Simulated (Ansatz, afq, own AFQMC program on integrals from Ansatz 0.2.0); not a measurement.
# Where AFQMC and coupled cluster stand for AlH, singlet

```xyz
2

Al    0.0000    0.0000    0.0000
H     0.0000    0.0000    1.6045
```

Basis cc-pVTZ. Only valence electrons are correlated. AFQMC by an in-house program on the Cholesky factors that Ansatz 0.2.0 writes for its CCSD(T) run. The CISD trial takes its coefficients from CCSD amplitudes. Released means that phaseless walkers are propagated on without the constraint, phases kept. Uncertainties: one standard error, sampling alone.

Determinant: RHF, the one that the program's search chose, which needn't be the lowest solution. The geometry is a PBE0/def2-TZVP stationary point of this or a neighbouring charge and spin state.

Full CI on the same integrals is exact in this basis and with this determinant's frozen core.

Cautions: restricted determinant unstable towards unrestricted (UHF 17 meV lower, ⟨S²⟩ 0.19); the ph-AFQMC/CISD walk drifts between its halves (2.4 errors).

The T1 diagnostic is 0.0131, the weight of the determinant in the CISD state is 0.914 and the size of the correlated space is 4 electrons in 43 orbitals.

Reference: full CI, correlation energy -2.292 eV. The released energy is read at 2.40 1/Eh (meV from the phaseless value at times in 1/Eh: -0.7 ± 0.9 at 0.24, -1.9 ± 0.8 at 0.51, -1.1 ± 0.9 at 0.99, -2.9 ± 0.9 at 1.62, -2.3 ± 0.9 at 2.40).

```
         level  E − E(reference) (kJ/mol)  share of correlation (%)
            HF                      221.1                      0.00
           MP2                       58.1                     73.73
          CCSD                        4.8                     97.83
       CCSD(T)                        1.1                     99.49
         CCSDT                        0.2                     99.93
      CCSDT(Q)                        0.0                     99.99
 ph-AFQMC/CISD                 0.4 ± 0.08                     99.83
released AFQMC                 0.2 ± 0.09                     99.93
```

CCSDT and higher add their correlation energy to the determinant of the CCSD(T) run, since their own runs factorise the integrals more tightly (a shift of under 2 meV). A walk keeps the symmetry of its determinant, which the program's search chose and which needn't be the lowest solution, so a lower state of the same spin and another symmetry isn't excluded. Released energies are given only where the last usable release times agree within the noise; a slower fall can still hide under it.
